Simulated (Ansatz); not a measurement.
**C₂H₄FN: small, medium and large basis sets**

An exercise on one series of results from a longer session: the logs are not shown, and one member is left open.

The runs use Ansatz 0.2.0, Gaussian basis; one geometry, several basis sets.

The runs, in order: PBE0-D4/def2-SVP; ωB97M-V/def2-SVP; PBE0-D4/def2-QZVPP; ωB97M-V/def2-QZVPP; the functionals' def2-TZVPP values are taken from earlier runs.

### The relaxed structure

All runs share one geometry, relaxed beforehand with PBE0-D4 in a triple-zeta def2 set.

SMILES `C=NCF`, 8 atoms, charge 0, spin multiplicity 1.

Atoms are counted from 1 here; the program's logs count them from 0.

Bond lengths: C1–N2 1.259 Å, C1–H5 1.089 Å, C1–H6 1.092 Å, N2–C3 1.412 Å, C3–F4 1.386 Å, C3–H7 1.094 Å, C3–H8 1.094 Å. Angles: N2–C1–H5 118.4°, N2–C1–H6 123.6°, H5–C1–H6 118.0°, C1–N2–C3 120.4°, N2–C3–F4 115.2°, N2–C3–H7 108.7°, N2–C3–H8 108.7°, F4–C3–H7 107.4°, F4–C3–H8 107.4°, H7–C3–H8 109.4°.

Geometry (Å):

```
C    -1.23334    0.36979   -0.10985
N    -0.40072   -0.52132   -0.42326
C     0.94518   -0.42048   -0.00796
F     1.24766    0.70451    0.74343
H    -2.26229    0.25878   -0.44760
H    -0.98004    1.25084    0.48398
H     1.58525   -0.40310   -0.89540
H     1.19040   -1.29622    0.60075
```

Set-up of the first run:

File in.yaml:

```yaml
crystal:
  periodic: [false, false, false]
  atoms:
    - {symbol: C, position_ang: [-1.233342, 0.369791, -0.109852]}
    - {symbol: N, position_ang: [-0.400718, -0.521319, -0.423259]}
    - {symbol: C, position_ang: [0.945178, -0.420484, -0.007956]}
    - {symbol: F, position_ang: [1.247664, 0.704514, 0.743434]}
    - {symbol: H, position_ang: [-2.262289, 0.258778, -0.447604]}
    - {symbol: H, position_ang: [-0.980038, 1.250841, 0.483984]}
    - {symbol: H, position_ang: [1.585247, -0.403102, -0.895400]}
    - {symbol: H, position_ang: [1.190396, -1.296217, 0.600753]}
basis:
  gaussian: {orbitals: def2-SVP}
hamiltonian: {xc: pbe0, dispersion: d4}
output: {orbitals: {seedname: orbitals}}
```

Launch:

```bash
ansatz run in.yaml --threads 2 --pin off --events-out ev --progress --plain --max-ram 4352MiB
```

Among the steps run: PBE0-D4 in def2-SVP; ωB97M-V in def2-SVP; PBE0-D4 in def2-QZVPP; ωB97M-V in def2-QZVPP.

One table of the session follows, with a row left open; its other results are not shown here.

```
functional       basis  HOMO (eV)  LUMO (eV)
   PBE0-D4    def2-SVP      -7.78      -0.33
   PBE0-D4  def2-TZVPP      -7.97      -0.58
   PBE0-D4  def2-QZVPP      -8.01      -0.66
   ωB97M-V    def2-SVP     -10.15       2.03
   ωB97M-V  def2-TZVPP     -10.37       1.65
   ωB97M-V  def2-QZVPP          ?          ?
```

Q: Estimate the row for ωB97M-V, def2-QZVPP from the others.

**Answer.** HOMO (eV): -10.41; LUMO (eV): 1.46. In the column «HOMO (eV)» it is the lowest.
